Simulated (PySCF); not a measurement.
Reaction (SMILES): N#N (N2) + H+ → N#[NH+]
B3LYP-D3(BJ)/def2-TZVP geometries, fixed; electronic energies without zero-point terms; positive where energy is released.
Largest species:
```xyz
3

N      0.0000     0.0000    -0.4376
N      0.0000     0.0000     0.6484
H      0.0000     0.0000    -1.4756
```
Charge +1, spin multiplicity 1.

Effect of the auxiliary basis of density fitting at HF/def2-SVP with PySCF, against the last row, where the proton affinity is 121.11 kcal/mol.

| setting | fitting functions, largest species | largest shift of a total energy (mEh) | shift of the proton affinity (kcal/mol) |
|---|---|---|---|
| density fitting: autoaux | 242 | 0.256 | 0.000 |
| density fitting: def2-universal-jkfit | 172 | 0.098 | 0.008 |
| density fitting: cc-pvtz-jkfit | 188 | 0.058 | 0.007 |
| density fitting: cc-pvqz-jkfit | 263 | 0.012 | 0.000 |
| density fitting: none | - | 0.000 | 0.000 |

Within 0.02 kcal/mol in the proton affinity: density fitting: autoaux; density fitting: def2-universal-jkfit; density fitting: cc-pvtz-jkfit; density fitting: cc-pvqz-jkfit. The largest shift is 0.256 mEh in a total energy and 0.008 kcal/mol in the difference.
